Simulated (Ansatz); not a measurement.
Results of Hartree–Fock (Ansatz, an electronic-structure program, PAW) for bcc Rb.

Numerical settings: plane-wave cutoff 460 eV, 8×8×8 k mesh, Fermi–Dirac smearing 0.05 eV, scalar-relativistic PAW data made under PBE.

Cell (relaxed at this level):

```yaml
crystal:
  lattice:
    - [-3.13986, 3.13986, 3.13986]
    - [3.13986, -3.13986, 3.13986]
    - [3.13986, 3.13986, -3.13986]
  atoms:
    - { symbol: Rb, position: [0.00000, 0.00000, 0.00000] }
```

Q: Give the computed bulk modulus B0 and pressure derivative B′ of the bulk modulus.

A: 
- bulk modulus B0 = 1.63 GPa
- pressure derivative B′ of the bulk modulus = 3.8

Measured, for comparison: bulk modulus 2.92 GPa (corrected for temperature and zero-point phonon effects, our sources range from 2.92 to 3.60; as tabulated in Levämäki et al. (2014), arXiv:1402.3671). Computed (rounded) less measured: bulk modulus not scored (sources differ).

Note: the cell is over a tenth larger than the published one (another phase or state, or a fault of the published cell, is possible).
